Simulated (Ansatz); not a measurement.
Working through a ranking of conformers of C4H6NO (charge -1), SMILES CCO[CH-]C#N

Program: Ansatz's Python interface.

At the Python prompt:
```pycon
>>> import ansatz as az
>>> from rdkit import Chem
>>> from rdkit.Chem import AllChem
>>> rd = Chem.AddHs(Chem.MolFromSmiles('CCO[CH-]C#N'))
>>> ids = list(AllChem.EmbedMultipleConfs(rd, numConfs=20, randomSeed=386, pruneRmsThresh=0.4))
>>> field = [energy for _, energy in AllChem.MMFFOptimizeMoleculeConfs(rd)]
>>> distinct = {round(e, 2): i for i, e in zip(ids, field)}
>>> chosen = sorted(distinct.items())[:3]
>>> found = []
>>> for force_field, index in chosen:
...     c4h6no = az.Crystal.molecule()
...     for atom, xyz in zip(rd.GetAtoms(), rd.GetConformer(index).GetPositions()):
...         c4h6no = c4h6no.atom(atom.GetSymbol(), xyz.round(5).tolist())
...     model = (
...         c4h6no.calculation()
...         .basis(gaussian='cc-pVDZ')
...         .functional('PBE0')
...         .charge(-1)
...     )
...     found.append(model.run().report['free_energy_ev'])
...
>>> print('conformer   MMFF (kcal/mol)   this level (eV)')
conformer   MMFF (kcal/mol)   this level (eV)
>>> for (force_field, index), e in zip(chosen, found):
...     print(f'{index:9d} {force_field - chosen[0][0]:17.2f} {(e - min(found)):17.3f}')
...
        5              0.00             0.000
        6              1.89             0.059
        4              2.04             0.034
```

What to keep in mind:
- The conformers keep their force-field geometries.
- Anions want diffuse functions, which this basis lacks.
- Run time: 9.7 s on 1 thread of Arm Neoverse V2, on a shared host, peak memory 0.34 GiB.
